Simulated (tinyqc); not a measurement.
Worked calculation (part 2 of 2): UKS/LDA (PW92) in the sto-3g basis, for NH, spin multiplicity 3. Computed by tinyqc, a small Python program that keeps every step (integrals from PySCF). Command: `OMP_NUM_THREADS=1 python tinyqc.py 31973 31974 out.jsonl` (the two numbers bound the seeds that draw the settings). One thread of a shared host (Intel(R) Xeon(R) Processor @ 2.60GHz), about 0.9 s of CPU time with the checks.

Geometry (angstrom):
```
atom,x,y,z
N,0.000000,0.000000,0.000000
H,0.000000,0.000000,1.664000
```

## Iteration 12 (converged): orbitals

converged F(alpha) (hartree):
```
,1N 1s,1N 2s,1N 2px,1N 2py,1N 2pz,2H 1s
1N 1s,-13.641289,-3.561734,0.000000,0.000000,-0.005668,-0.204015
1N 2s,-3.561734,-1.505318,0.000000,0.000000,-0.030054,-0.208185
1N 2px,0.000000,0.000000,-0.163974,0.000000,0.000000,0.000000
1N 2py,0.000000,0.000000,0.000000,-0.163974,0.000000,0.000000
1N 2pz,-0.005668,-0.030054,0.000000,0.000000,-0.153089,-0.137834
2H 1s,-0.204015,-0.208185,0.000000,0.000000,-0.137834,-0.110909
```

converged F(beta) (hartree):
```
,1N 1s,1N 2s,1N 2px,1N 2py,1N 2pz,2H 1s
1N 1s,-13.605849,-3.534870,0.000000,0.000000,-0.004923,-0.202544
1N 2s,-3.534870,-1.371940,0.000000,0.000000,-0.026792,-0.198827
1N 2px,0.000000,0.000000,-0.013371,0.000000,0.000000,0.000000
1N 2py,0.000000,0.000000,0.000000,-0.013371,0.000000,0.000000
1N 2pz,-0.004923,-0.026792,0.000000,0.000000,-0.053100,-0.134847
2H 1s,-0.202544,-0.198827,0.000000,0.000000,-0.134847,-0.164436
```

X:
```
,1N 1s,1N 2s,1N 2px,1N 2py,1N 2pz,2H 1s
1N 1s,1.021856,-0.123620,0.000000,0.000000,-0.001975,0.010858
1N 2s,-0.123620,1.036086,0.000000,0.000000,0.015466,-0.099922
1N 2px,0.000000,0.000000,1.000000,0.000000,0.000000,0.000000
1N 2py,0.000000,0.000000,0.000000,1.000000,0.000000,0.000000
1N 2pz,-0.001975,0.015466,0.000000,0.000000,1.016503,-0.107093
2H 1s,0.010858,-0.099922,0.000000,0.000000,-0.107093,1.030476
```

Diagonalise F' = X^T F X, C = X C', fill 5 alpha and 3 beta electrons from the bottom; D(s) = C_occ C_occ^T. Each column has its largest component positive (the first on a tie).

F' = X^T F X (alpha) (hartree):
```
,1,2,3,4,5,6
1,-13.371217,-1.893052,0.000000,0.000000,-0.010431,0.009787
2,-1.893052,-0.875597,0.000000,0.000000,-0.012985,-0.096745
3,0.000000,0.000000,-0.163974,0.000000,0.000000,0.000000
4,0.000000,0.000000,0.000000,-0.163974,0.000000,0.000000
5,-0.010431,-0.012985,0.000000,0.000000,-0.129961,-0.117591
6,0.009787,-0.096745,0.000000,0.000000,-0.117591,-0.060338
```

orbital energies (alpha) (hartree): MO1 -13.651725, MO2 -0.614351, MO3 -0.206759, MO4 -0.163974, MO5 -0.163974, MO6 0.035723

coefficients C (alpha):
```
,MO1,MO2,MO3,MO4,MO5,MO6
1N 1s,0.992702,-0.264892,0.047395,0.000000,0.000000,0.041510
1N 2s,0.029558,1.004723,-0.210893,0.000000,0.000000,-0.210148
1N 2px,0.000000,0.000000,0.000000,0.034173,0.999416,0.000000
1N 2py,0.000000,0.000000,0.000000,0.999416,-0.034173,0.000000
1N 2pz,0.001198,0.064572,0.771059,0.000000,0.000000,-0.668048
2H 1s,-0.003653,0.086247,0.495842,0.000000,0.000000,0.911121
```

F' = X^T F X (beta) (hartree):
```
,1,2,3,4,5,6
1,-13.338959,-1.885637,0.000000,0.000000,-0.010102,0.008771
2,-1.885637,-0.741078,0.000000,0.000000,-0.007945,-0.095002
3,0.000000,0.000000,-0.013371,0.000000,0.000000,0.000000
4,0.000000,0.000000,0.000000,-0.013371,0.000000,0.000000
5,-0.010102,-0.007945,0.000000,0.000000,-0.027809,-0.119687
6,0.008771,-0.095002,0.000000,0.000000,-0.119687,-0.117239
```

orbital energies (beta) (hartree): MO1 -13.615155, MO2 -0.492271, MO3 -0.177725, MO4 -0.013371, MO5 -0.013371, MO6 0.060066

coefficients C (beta):
```
,MO1,MO2,MO3,MO4,MO5,MO6
1N 1s,0.993155,-0.256793,0.077967,0.000000,0.000000,-0.034873
1N 2s,0.027814,0.974857,-0.343153,0.000000,0.000000,0.173511
1N 2px,0.000000,0.000000,0.000000,0.999678,0.025373,0.000000
1N 2py,0.000000,0.000000,0.000000,-0.025373,0.999678,0.000000
1N 2pz,0.001083,0.070206,0.519019,0.000000,0.000000,0.877884
2H 1s,-0.003430,0.173124,0.745129,0.000000,0.000000,-0.705869
```

D(alpha) after iteration 12:
```
,1N 1s,1N 2s,1N 2px,1N 2py,1N 2pz,2H 1s
1N 1s,1.057871,-0.246796,0.000000,0.000000,0.020629,-0.002973
1N 2s,-0.246796,1.054818,0.000000,0.000000,-0.097699,-0.018023
1N 2px,0.000000,0.000000,1.000000,0.000000,0.000000,0.000000
1N 2py,0.000000,0.000000,0.000000,1.000000,0.000000,0.000000
1N 2pz,0.020629,-0.097699,0.000000,0.000000,0.598703,0.387888
2H 1s,-0.002973,-0.018023,0.000000,0.000000,0.387888,0.253311
```

D(beta) after iteration 12:
```
,1N 1s,1N 2s,1N 2px,1N 2py,1N 2pz,2H 1s
1N 1s,1.058378,-0.249468,0.000000,0.000000,0.023514,0.010232
1N 2s,-0.249468,1.068874,0.000000,0.000000,-0.109632,-0.087017
1N 2px,0.000000,0.000000,0.000000,0.000000,0.000000,0.000000
1N 2py,0.000000,0.000000,0.000000,0.000000,0.000000,0.000000
1N 2pz,0.023514,-0.109632,0.000000,0.000000,0.274310,0.398886
2H 1s,0.010232,-0.087017,0.000000,0.000000,0.398886,0.585201
```

Within a degenerate level the vectors are fixed only up to a rotation; this is one choice.

## Convergence

Stop when the energy changes by less than 1e-08 hartree and every element of the error matrix X^T (F D S - S D F) X (for each spin) is below 3e-05.

Course of the cycle:
```
iteration,E (hartree),change,largest element of the error matrix
1,-53.56237486,-,2.04e-01
2,-53.40663151,1.56e-01,2.52e-01
3,-53.47655293,-6.99e-02,2.15e-01
4,-53.41635014,6.02e-02,2.54e-01
5,-53.92108879,-5.05e-01,1.92e-02
6,-53.92321280,-2.12e-03,1.37e-02
7,-53.92342150,-2.09e-04,1.77e-02
8,-53.92143633,1.99e-03,3.48e-02
9,-53.92405310,-2.62e-03,9.22e-04
10,-53.92405556,-2.46e-06,7.47e-05
11,-53.92405558,-1.77e-08,5.81e-06
12,-53.92405558,-7.52e-11,3.55e-07
```

PySCF UKS in the same basis, fine grid, after a stability check = -53.92396177 hartree

Converged in 12 iterations. The coarse grid moves the energy by -9.38e-05 hartree.

## Populations, bond orders and dipole

overlap S:
```
,1N 1s,1N 2s,1N 2px,1N 2py,1N 2pz,2H 1s
1N 1s,1.000000,0.235038,0.000000,0.000000,0.000000,0.013283
1N 2s,0.235038,1.000000,0.000000,0.000000,0.000000,0.185797
1N 2px,0.000000,0.000000,1.000000,0.000000,0.000000,0.000000
1N 2py,0.000000,0.000000,0.000000,1.000000,0.000000,0.000000
1N 2pz,0.000000,0.000000,0.000000,0.000000,1.000000,0.203779
2H 1s,0.013283,0.185797,0.000000,0.000000,0.203779,1.000000
```

Mulliken: Z minus the diagonal of D S on the atom; Loewdin: the same with S^(1/2) D S^(1/2); Mayer order: 2 sum_s sum (D(s) S)_ij (D(s) S)_ji over the two atoms.

Charges (e):
```
atom,Mulliken,Loewdin,Mulliken spin
1N,-0.020580,-0.013076,2.321488
2H,0.020580,0.013076,-0.321488
```

Mayer bond orders:
```
pair,order
2-1,0.896222
```

dipole moment about the origin, x y z (debye): 0.000000  0.000000  0.542432

<S^2> of the determinant (pure state: 2) = 2.099614
